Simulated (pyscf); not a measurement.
Single points on ωB97X-D3(BJ)/def2-SVP structures (PySCF, gas phase).

SMILES: [O]=[WH]([F])([F])[F]
```xyz
6

O      1.9374    -0.1666    -0.7914
W      0.3782     0.1920    -0.3065
F     -0.0941     1.5159    -1.5130
F     -1.0814    -0.8281    -0.8811
F      0.2976    -0.6533     1.3395
H      0.5245     1.5495     0.7065
```

Problem. How much does it cost (ΔH, 298 K, ωB97M-D3(BJ)/def2-TZVP) to split `[O]=[WH]([F])([F])[F]` at its H–W bond into [O=W(F)(F)–F]• + H•?

Solution. H–W to [O=W(F)(F)–F]• + H•: 2.85 eV. The 7 functionals that were run give +2.73 (M06-2X) to +2.96 eV (r²SCAN). The radicals are drawn with the spin at the cut bond; how far it spreads was not checked. Other isomers of [O=W(F)(F)–F]• were not searched in full and may lie lower. Open-shell species with a d-block atom are single-reference here; other states, and whether the spin sits on metal or ligand, were not checked. Elements past Kr carry the def2 core potentials, without spin-orbit coupling.
